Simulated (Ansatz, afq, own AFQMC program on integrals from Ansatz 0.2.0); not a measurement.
Where AFQMC and coupled cluster stand for BH₄, doublet

```xyz
5

B     0.0000    0.0000    0.0000
H     0.4147    0.8125    0.8107
H    -0.4243   -0.8077    0.8105
H    -0.4128    0.8086   -0.8154
H     0.4225   -0.8134   -0.8057
```

Basis cc-pVTZ. Noble-gas cores (and the filled d shells of Ga–Kr and In–Xe) are frozen. Ansatz 0.2.0 and our own AFQMC program on the same integrals; the CISD trial comes from CCSD amplitudes, and released means the phaseless constraint is let go. Uncertainties: one standard error, sampling alone.

Determinant: UHF, the one that the program's search chose, which needn't be the lowest solution. The geometry is a PBE0/def2-TZVP stationary point of this or a neighbouring charge and spin state.

No full CI on the walks' own integrals is used here; CCSDT(Q) serves as the reference and is uncertain by about the last step of the cluster series.

Cautions: the released energies are still falling, so no released level is given (meV from the phaseless value at times in 1/Eh: -5 ± 3 at 0.24, -5 ± 3 at 0.50, -10 ± 3 at 1.00, -11 ± 3 at 1.50), though the last usable value meets CCSDT(Q) within the noise.

- T1 diagnostic: 0.0165
- weight of the determinant in the CISD state: 0.919
- ⟨S²⟩ of the determinant: 0.771
- size of the correlated space: 7 electrons in 85 orbitals

```json
{"level": "MP2", "correlation energy (eV)": "-3.8304"}
{"level": "CCSD", "correlation energy (eV)": "-4.5292"}
{"level": "CCSD(T)", "correlation energy (eV)": "-4.6629"}
```

Task: Estimate where phaseless AFQMC with a CISD trial lies against CCSD(T) on the same integrals.

Result: 0.34 ± 0.09 kcal/mol below CCSD(T).

Reference: CCSDT(Q), correlation energy -4.688 eV.

| level | E − E(reference) (kcal/mol) | share of correlation (%) |
| --- | --- | --- |
| CCSD(T) | 0.58 | 99.46 |
| CCSDT | 0.09 | 99.92 |
| ph-AFQMC/HF | 0.76 ± 0.48 | 99.29 |
| ph-AFQMC/CISD | 0.24 ± 0.09 | 99.78 |

A walk keeps the symmetry of its determinant, which the program's search chose and which needn't be the lowest solution, so a lower state of the same spin and another symmetry isn't excluded.
